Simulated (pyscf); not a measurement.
## Four-centre exchange: `[Cl][BH][Cl]` + `[CH2]=[CH2]` → `[Cl][BH][Cl]` + `[CH2]=[CH2]`

Gas phase, singlet surface, charge 0. Bonds broken: B2–H4, C5–H7. Bonds formed: B2–H7, H4–C5. Structures and frequencies: ωB97X-D3(BJ)/def2-SVP in PySCF.

Transition state (Å):

```xyz
10

Cl    -0.6757    -1.2558     1.8454
B     -0.9446    -1.2011     0.0734
Cl    -1.4281    -2.6500    -0.8762
H     -1.8036    -0.3015    -0.1701
C     -0.7136     0.3775    -0.7597
C     -0.3558     1.5296    -0.1737
H      0.1021    -0.7398    -0.4724
H     -0.9096     0.2616    -1.8293
H     -0.2496     2.4195    -0.7960
H     -0.1701     1.5979     0.9000
```

One imaginary mode, 1090i cm⁻¹; descent along it reached the two sides named.

```
bond   change  reactant side (Å)  saddle  product side
-----  ------  -----------------  ------  ------------
B2–H4  breaks              1.198   1.267           3.2
C5–H7  breaks              1.095   1.413           3.5
B2–H7   forms                3.2   1.267         1.198
H4–C5   forms                3.5   1.413         1.095
```

Electronic energies relative to the separated reactants (kcal/mol):

```json
[
 {"level": "ωB97X-D3(BJ)/def2-TZVP", "barrier": "52.0", "reaction energy": "0.0", "reverse barrier": "52.0"},
 {"level": "PBE/def2-TZVP", "barrier": "43.0", "reaction energy": "0.0", "reverse barrier": "43.0"},
 {"level": "r²SCAN/def2-TZVP", "barrier": "45.4", "reaction energy": "0.0", "reverse barrier": "45.4"},
 {"level": "B3LYP-D3(BJ)/def2-TZVP", "barrier": "51.6", "reaction energy": "0.0", "reverse barrier": "51.6"},
 {"level": "PBE0-D3(BJ)/def2-TZVP", "barrier": "44.7", "reaction energy": "0.0", "reverse barrier": "44.7"},
 {"level": "M06-2X/def2-TZVP", "barrier": "50.9", "reaction energy": "0.0", "reverse barrier": "50.9"},
 {"level": "ωB97M-D3(BJ)/def2-TZVP", "barrier": "52.4", "reaction energy": "0.0", "reverse barrier": "52.4"},
 {"level": "HF/def2-TZVP", "barrier": "78.7", "reaction energy": "0.0", "reverse barrier": "78.7"}
]
```

With ωB97M-D3(BJ)/def2-TZVP energies and thermal terms (ideal gas, 1 atm, RRHO with modes under 100 cm⁻¹ raised to 100, one conformer, R ln 2 for chiral ones without a mode under 150 cm⁻¹), in kcal/mol:

```tsv
T (K)	ΔH‡	ΔG‡	ΔH	ΔG
298	51.9	63.2	0.0	0.0
600	52.2	74.5	0.0	0.0
900	52.8	85.6	0.0	0.0
1200	53.5	96.4	0.0	0.0
```

At the saddle there is also a short B–C contact that neither side keeps. The same reactants have a lower exit, to Cl–BH–CH₂–CH₂–Cl (barrier +21.0 kcal/mol at ωB97M-D3(BJ)/def2-TZVP, against +52.4 kcal/mol here). One saddle was located; it need not be the lowest between these sides.
